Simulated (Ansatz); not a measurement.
C₃H₆Cl₂ (`CC(C)(Cl)Cl`) at its PBE0-D4/def2-TZVP geometry, where that method's forces vanish. The species carries charge 0 and has multiplicity 1.

```xyz
11

C    -0.7491    0.5350    0.9164
C     0.4813    0.1674    0.1222
C     0.1917   -0.7288   -1.0579
Cl    1.2543    1.6728   -0.4732
Cl    1.6410   -0.6657    1.2081
H    -1.2191   -0.3728    1.2994
H    -1.4559    1.0589    0.2701
H    -0.4888    1.1802    1.7541
H    -0.2633   -1.6569   -0.7065
H     1.1079   -0.9648   -1.5969
H    -0.5001   -0.2251   -1.7358
```

Question: What forces (eV/Å) does r2SCAN-D4/def2-TZVPP give on these atoms in Ansatz 0.2.0? (Estimate.)

Answer: Ansatz gave: 
```
C1  -0.114  0.042  0.084
C2  -0.222 -0.077 -0.056
C3  -0.018 -0.087 -0.117
Cl4  0.129  0.283 -0.120
Cl5  0.204 -0.167  0.204
H6   0.013  0.009 -0.008
H7   0.016 -0.008  0.004
H8  -0.007 -0.013 -0.017
H9   0.008  0.016  0.002
H10 -0.020  0.004  0.010
H11  0.011 -0.001  0.014
```
